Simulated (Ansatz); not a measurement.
The first iterations of a band of CH$_{3}$NNa (6 atoms, charge -1, multiplicity 1).

The calculation used RKS BHLYP-D4/def2-SVP (Ansatz).

| Property | Result |
| --- | --- |
| movable images | 7 |
| climbing image | yes |
| spring | 5.0 eV/Å² |
| optimiser | quadratic models (default) |
| start path | IDPP |
| force threshold | 0.05 eV/Å |
| iteration limit | 60 |
| end points | relaxed |

Initial state:

```xyz
6
Properties=species:S:1:pos:R:3
N -0.153 -1.176 -0.433
C 0.483 -0.632 0.503
Na -1.235 3.078 -0.992
H -0.665 -0.463 -0.958
H 0.477 0.446 0.710
H 1.092 -1.252 1.171
```

Final state:

```xyz
6
Properties=species:S:1:pos:R:3
N -0.150 -1.177 -0.434
C 0.484 -0.632 0.502
Na -1.238 3.076 -0.989
H -0.664 -0.465 -0.959
H 1.094 -1.249 1.171
H 0.475 0.446 0.709
```

| iteration | highest image above the first end (eV) | largest band force component (eV/Å) |
| --- | --- | --- |
| 1 | 2.399 | 3.099 |
| 2 | 1.986 | 2.686 |
| 3 | 1.545 | 2.244 |
| 4 | 1.319 | 2.264 |
| 5 | 1.249 | 1.387 |
| 6 | 1.013 | 0.752 |
| 7 | 0.919 | 2.110 |
| 8 | 1.065 | 1.705 |
| 9 | 1.216 | 1.492 |

Q: Does the band converge within its limit, and where does its top end?

A: The forces met the threshold. It ended after 28 iterations with the highest image 1.316 eV above the first end. A vibrational analysis at the climbing image gives one clearly imaginary mode, 1085i cm⁻¹: a first-order saddle point. Limits of this set-up: an anion without diffuse functions.

Run time: 3.8 min on 1 thread of Arm Neoverse V2 (shared host), peak memory 0.11 GiB.
